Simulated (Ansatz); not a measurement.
# BSiNH (sextet): from Hartree-Fock to the top rungs, def2-TZVPP

An exercise on one series of results from a longer session: the logs are not shown, and one member is left open.

Method: def2-TZVPP, core rule «outside noble gas», up to 7 orbitals frozen; program: Ansatz 0.2.0, Gaussian basis.

Plan: UHF; ROHF; CCSD(T) on UHF.

## The system

The geometry is a PBE0/def2-TZVP stationary point (not a proven minimum) of the parent state, kept for this charge and spin.

4 atoms, charge 0, spin multiplicity 6.

Atoms are counted from 1 here; the program's logs count them from 0.

Bond lengths: B1–Si2 1.824 Å, Si2–N3 1.538 Å, N3–H4 0.996 Å. Angles: B1–Si2–N3 173.5°, Si2–N3–H4 161.9°.

The first run:

The input, in.yaml:

```yaml
crystal:
  periodic: [false, false, false]
  atoms:
    - {symbol: B, position_ang: [0.000000, -0.062553, 2.375794]}
    - {symbol: Si, position_ang: [0.000010, 0.013734, 0.552939]}
    - {symbol: N, position_ang: [0.000006, -0.096050, -0.981036]}
    - {symbol: H, position_ang: [-0.000016, 0.144869, -1.947698]}
basis:
  gaussian: {orbitals: def2-TZVPP}
magnetization: {spin_polarized: true, initial_magnetization: 5}
hamiltonian: {xc: hf}
output: {orbitals: {seedname: orbitals}}
```

Command:

```sh
$ ansatz run in.yaml --threads 1 --pin off --events-out ev --progress --plain --max-ram 4096MiB --backend cpu
```

Among the steps run: UHF; ROHF; CCSD(T) on UHF.

One table of the session follows, with a row left open; its other results are not shown here.

| method | from UCCSD(T) (kcal/mol) |
| --- | --- |
| ROHF | +218.08 |
| UHF | +213.88 |
| UMP2 | +30.65 |
| UCCSD | ? |
| UCCSD(T) | 0 |

Q: Estimate the row for UCCSD from the others.

As computed: from UCCSD(T) (kcal/mol): +9.39. In the column «from UCCSD(T) (kcal/mol)» it lies between UCCSD(T) (0) and UMP2 (+30.65).

To keep in mind: Warnings: coupled cluster took another determinant than the lowest.
